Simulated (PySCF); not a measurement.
C4H7N2 (doublet state).
Atom-mapped SMILES: `[H]/[C:1]=[CH:2]\[C:3](=[N:4]\[H])[CH2:5][NH2:6]` (hydrogens: H7 on C1; H8 on C2; H9 on N4; H10, H11 on C5; H12, H13 on N6)

Structure used (GFN2-xTB), in Å, numbered top down from 1:
```xyz
13
C4H7N2 angstrom
C      2.0922   -1.2622    0.5424
C      1.6653   -0.6020   -0.4871
C      0.3974    0.1648   -0.6131
N      0.1986    0.7841   -1.6873
C     -0.5320    0.1330    0.5828
N     -1.8165    0.7128    0.2327
H      1.7864   -1.4953    1.5365
H      2.2524   -0.5482   -1.3969
H     -0.6689    1.3142   -1.7200
H     -0.5911   -0.9042    0.9536
H     -0.0788    0.7446    1.3701
H     -2.3825    0.8644    1.0587
H     -2.3270    0.0945   -0.3901
```

The hyperfine couplings belong to this conformer and change with its torsions.

Method used: UKS B3LYP, pcH-1 on C H N, non-relativistic, mean-field spin-orbit, GIAO (PySCF 2.14.0). Isolated species at its GFN2-xTB geometry (one conformer only). The geometry wasn't refined by DFT: couplings that depend on bond lengths, twists or pyramidal angles can differ widely from those at the functional's own minimum. Stability of the SCF solution: not tested.

(1) Break the g tensor into its mass correction, gauge correction and orbital-Zeeman/spin–orbit terms.

(2) At 9.345 GHz, how far is the centre of the isotropic spectrum from where a free electron (g = 2.002319) resonates?

(3) What effective moment and Curie constant follow for a powder?

(4) In a frozen sample, at which fields do the three g values resonate at 9.5, 34, 94 and 263 GHz (hyperfine left aside), and which band first spreads them over more than twice a line width of 0.5 mT?

Answers

(1) 
| Δg (ppm) | 1 | 2 | 3 |
| --- | --- | --- | --- |
| relativistic mass correction | -147 | -147 | -147 |
| gauge correction | 31 | 5 | -41 |
| orbital Zeeman/spin–orbit | -385 | -110 | 803 |
| total | -501 | -251 | 615 |

So g = 2.00182, 2.00207, 2.00293 and g_iso = 2.00227; the tensor is rhombic: the two nearest values differ by 22 % of g3 − g1. Axes: g1 points within 13° of the C1–H7 bond and g2 points within 10° of the C2–C3 bond.

(2) B = hν/(g μB) with μB/h = 13.99624 MHz/mT gives 333.45 mT for the free electron and 333.46 mT at g_iso, the same within 0.01 mT.

(3) With the mean of g² = 4.0091 and S(S+1) = 0.75: μ_eff = √(⟨g²⟩S(S+1)) = 1.734 μB and χT = 0.12505·⟨g²⟩·S(S+1) = 0.376 cm³ K/mol (cgs; spin-Hamiltonian part alone).

(4) 
| band | GHz | B(g3) mT | B(g2) mT | B(g1) mT | spread mT |
| --- | --- | --- | --- | --- | --- |
| X | 9.5 | 338.88 | 339.03 | 339.07 | 0.19 |
| Q | 34.0 | 1212.83 | 1213.36 | 1213.51 | 0.68 |
| W | 94.0 | 3353.12 | 3354.58 | 3354.99 | 1.87 |
| J | 263.0 | 9381.61 | 9385.67 | 9386.84 | 5.23 |

The spread grows in proportion to the frequency. W band is the first where it exceeds 1.0 mT.

Largest spin populations (Mulliken): C1 (+1.05), C2 (-0.17) and C3 (+0.08). C1 is the only atom above +0.15. The positive populations add up to 1.20 and the negative ones to -0.20, together 2S = 1.

The HOMO–LUMO gaps are 5.31 eV among the α and 4.69 eV among the β orbitals.
